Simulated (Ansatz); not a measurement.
The same path of C$_{2}$H$_{4}$F$_{2}$O (9 atoms, charge 0, multiplicity 1) was run twice with different band settings. The coordinate that changes most is the angle C2–O3–C4.

These are results of Ansatz, RKS PBE-D4/def2-SVP, not measurements.

Relaxed end points:

```xyz
9
Properties=species:S:1:pos:R:3
F -1.750 0.809 -0.243
C -0.472 0.757 -0.768
O 0.075 -0.518 -0.626
C 0.459 -0.832 0.677
F 1.615 -0.161 1.028
H 0.145 1.521 -0.243
H -0.520 0.959 -1.858
H -0.333 -0.553 1.410
H 0.655 -1.924 0.694
```

```xyz
9
Properties=species:S:1:pos:R:3
F -1.644 0.175 -1.010
C -0.486 0.845 -0.662
O -0.101 0.532 0.641
C 0.444 -0.744 0.784
F 1.722 -0.797 0.262
H -0.680 1.938 -0.681
H 0.304 0.563 -1.395
H 0.489 -0.948 1.874
H -0.173 -1.507 0.256
```

Common settings: climbing image yes; spring 5.0 eV/Å²; optimiser quadratic models (default); start path IDPP; force threshold 0.05 eV/Å; end points relaxed.

| run | movable images | iteration limit |
| --- | --- | --- |
| 1 | 9 | 56 |
| 2 | 2 | 60 |

(1) What does each run give, and how far can it be trusted?

Answers

(1) Run 1: converged after 5 iterations, highest image 1.264 eV above the first end. A vibrational analysis at the climbing image gives 3 clearly imaginary modes (459i, 269i, 71i cm⁻¹): a point of higher order, so a lower path passes nearby.
Run 2: converged after 31 iterations, highest image 0.227 eV above the first end. The dihedral C2–O3–C4–F5 jumps by 116° between images 1 and 2, so the path isn't resolved there. The order of the stationary point at the top wasn't checked. A band with more images between the same ends climbed to 1.26 eV, so this one has probably stepped over the top. So few images can step over the top or miss a turn of the path.
